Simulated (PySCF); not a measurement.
Atoms are numbered as in `[CH2:1]=[CH:2][CH2:3][CH:4]=[CH2:5]`. Each H is labelled by its parent atom. Ha(C1), Ha(C5) are cis to C3; Hb(C1), Hb(C5) are trans to C3.

Method: NMR shieldings at B97-2/pcSseg-2/GIAO, coordinates at the PBE0-D3(BJ)/def2-TZVP level, in PySCF (one computed conformer, in vacuum, relativity neglected, rapidly exchanging positions averaged).

Chemical shifts δ = σref − σ; TMS for 13C (σ = 185.38 ppm), 1H (σ = 31.64 ppm), all at this level.

```json
{"atoms": "Ha(C1)/Ha(C5)", "nucleus": "1H", "count": "2", "δ (ppm)": "5.37"}
{"atoms": "C2/C4", "nucleus": "13C", "count": "2", "δ (ppm)": "?"}
{"atoms": "H(C2)/H(C4)", "nucleus": "1H", "count": "2", "δ (ppm)": "6.02"}
{"atoms": "C3", "nucleus": "13C", "count": "1", "δ (ppm)": "?"}
{"atoms": "H(C3)", "nucleus": "1H", "count": "2", "δ (ppm)": "2.95"}
{"atoms": "Hb(C1)/Hb(C5)", "nucleus": "1H", "count": "2", "δ (ppm)": "5.27"}
{"atoms": "C1/C5", "nucleus": "13C", "count": "2", "δ (ppm)": "122.4"}
```

Estimate the values marked ?.

Answers


- C2/C4: 148.8 ppm, alkene CH; as expected for a trigonal carbon in a double bond
- C3: 47.0 ppm, allylic sp3 CH2; aliphatic region, no heteroatom directly attached

Shifts are as computed. Against solution values, carbons near 30 ppm lie about +3 ppm off and those near 130 ppm about +7 ppm. Of 1309 compounds with measured shifts, 239 miss one by over three times the rms of a fit or turn the order of signals round; such compounds aren't used in these exercises.
